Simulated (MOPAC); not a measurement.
MOPAC input (PM7):

```
PM7 FORCE THERMO(298,298) PRECISE LET CHARGE=-1 GEO-OK AUX(PRECISION=9) THREADS=1
C4H4N

H     0.02067825 1    0.05877508 1    2.13362399 1
N     0.01114437 1    0.08328781 1    1.15204952 1
C     0.00306951 1    1.21097389 1    0.36682053 1
C     0.00390543 1   -1.09228596 1    0.35698848 1
C    -0.00973452 1    0.76013156 1   -0.97159652 1
C    -0.00911118 1   -0.66290998 1   -0.96665734 1
H     0.00830959 1   -2.06294892 1    0.77044555 1
H    -0.01830075 1    1.37561109 1   -1.82881488 1
H    -0.01724171 1   -1.28276896 1   -1.83045020 1
```

Task: Which zero-point energy does it print?

Result: 41.50 kcal/mol, from the harmonic wavenumbers of PM7.
